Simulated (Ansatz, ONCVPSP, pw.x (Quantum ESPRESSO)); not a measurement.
**Ta: does the ONCV potential hold in the solid?**

* Element: tantalum (Ta)
* Generator: ONCVPSP 4.0.1.1 (patched build)
* Type: optimised norm-conserving Vanderbilt (ONCV)
* Functional: LDA (Perdew-Wang 92)
* Relativity: scalar-relativistic
* Frozen core: [Kr] 4d10 4f14
* Valence charge: 13
* Reference configuration: 5s2 5p6 5d3 6s2
* Partial waves: 5s+6s: rc 1.60 bohr, ncon 4, nbas 7, qcut 8.9 1/bohr, 2 projectors; 5p: rc 1.80 bohr, ncon 5, nbas 9, qcut 9.2 1/bohr, 2 projectors, debl 2 Ha; 5d: rc 2.15 bohr, ncon 3, nbas 8, qcut 7.3 1/bohr, 2 projectors, debl 1.6 Ha
* Local potential: polynomial inside 1.30 bohr (lpopt 5, dvloc0 0 Ha)
* Core correction: none

Crystal test: bcc Ta in pw.x 7.5, no spin, 14³ k-points, Fermi–Dirac smearing 0.01 Ry, cutoffs 75/300 Ry. The reference is all-electron LAPW (Ansatz 0.2.0) with the same functional, mesh and smearing; V0 and B0 come from Birch–Murnaghan fits to the pressures at five volumes. Errors are pseudo minus all-electron; Δ is the rms difference of the E(V) curves that follow from these fits, minima aligned, over ±6 % about the mean V0. Mesh and smearing are coarse, so the numbers serve the comparison and aren't converged zero-temperature values; the lattice is a test structure that the element need not adopt.

| V (Å³/atom) | P all-electron (GPa) | P pseudo (GPa) |
| --- | --- | --- |
| 16.272 | 13.97 | 8.85 |
| 16.700 | 7.30 | 2.70 |
| 17.128 | 1.38 | -2.78 |
| 17.556 | -3.88 | -7.65 |
| 17.984 | -8.54 | -11.97 |

All-electron: a0 = 3.255 Å (V0 = 17.24 Å³/atom), B0 = 217.7 GPa.

Pseudopotential: mean pressure error (GPa): -4.22; a0 (Å): 3.234; a0 error (%): -0.64; B0 error (%): -0.6; Δ (meV/atom): 15.8. This is a poor potential for the solid.

At the middle volume, how do free energy and pressure move when the wave cutoff is lowered (ecutrho kept at four times it)?

```json
{"cutoff (Ry)": "34", "shift of F (meV/atom)": "+4196.0", "shift of P (GPa)": "-110.17"}
{"cutoff (Ry)": "45", "shift of F (meV/atom)": "+892.9", "shift of P (GPa)": "-39.53"}
{"cutoff (Ry)": "60", "shift of F (meV/atom)": "+55.1", "shift of P (GPa)": "-4.40"}
```

The run at the middle volume (104 k-points, 7 iterations) took about 22 s on one core of a shared host (Intel(R) Xeon(R) Platinum 8259CL CPU @ 2.50GHz, 96 threads, 755 GiB, load 50).
